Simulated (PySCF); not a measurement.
Run record: geometry optimisation, `Cn1cncn1`.

Computed with PBE0-D3(BJ)/def2-SVP geometry optimisation, gas phase (PySCF 2.14.0). Start geometry: GFN2-xTB. A driver script takes a list of jobs; this job's settings line and coordinates (Å) are shown.

Command:
```bash
OMP_NUM_THREADS=1 python probes_run.py task.json out
```

Input:
```
{"job": {"xc": "PBE0", "basis": "def2-SVP", "d3": "d3bj", "grid": 1, "shake": 0.01, "kind": "geom"}, "charge": 0, "multiplicity": 1}
C     -1.586270    -0.260300    -0.038340
N     -0.190730    -0.061070    -0.022750
C      0.516300     1.071520     0.066300
N      1.851290     0.796220     0.082070
C      1.838460    -0.556110    -0.016440
N      0.647690    -1.093590    -0.073350
H     -1.983200    -0.370260     0.971200
H     -2.063960     0.640510    -0.501470
H     -1.835140    -1.121350    -0.604880
H      0.106320     2.051500     0.139440
H      2.737340    -1.122900    -0.017440
```

Output:
```
step   0  E = -281.04128227  max force = 0.051770
step   1  E = -281.04374631  max force = 0.020225
step   2  E = -281.04604144  max force = 0.011716
step   3  E = -281.04649595  max force = 0.012402
step   4  E = -281.04711156  max force = 0.004242
step   5  E = -281.04730259  max force = 0.002617
step   6  E = -281.04737186  max force = 0.001983
step   7  E = -281.04742612  max force = 0.000955
step   8  E = -281.04745512  max force = 0.000692
step   9  E = -281.04753304  max force = 0.001808
step  10  E = -281.04761717  max force = 0.002774
step  11  E = -281.04769813  max force = 0.002626
step  12  E = -281.04773315  max force = 0.001023
step  13  E = -281.04773684  max force = 0.000087
optimisation converged
```

Energies in Eh; «max force» is the largest Cartesian gradient component in Eh/bohr.

Task: How much energy does the optimisation release, in kJ/mol?

Result: E(step 0) − E(last step) = 0.006455 Eh, which is 16.9 kJ/mol.

Task: Give the first gradient maximum in eV/Å.

Result: With 1 Eh/bohr = 51.422 eV/Å, 2.662 eV/Å.

In short: final energy -281.04774 Eh after 13 steps; dipole 3.36 D.

The run took 53 s wall on an Arm Neoverse V1 with one thread, shared host, and the process peaked at 0.46 GiB of memory.
Labels such as C1 count atoms from 1, the log's own numbers from 0.
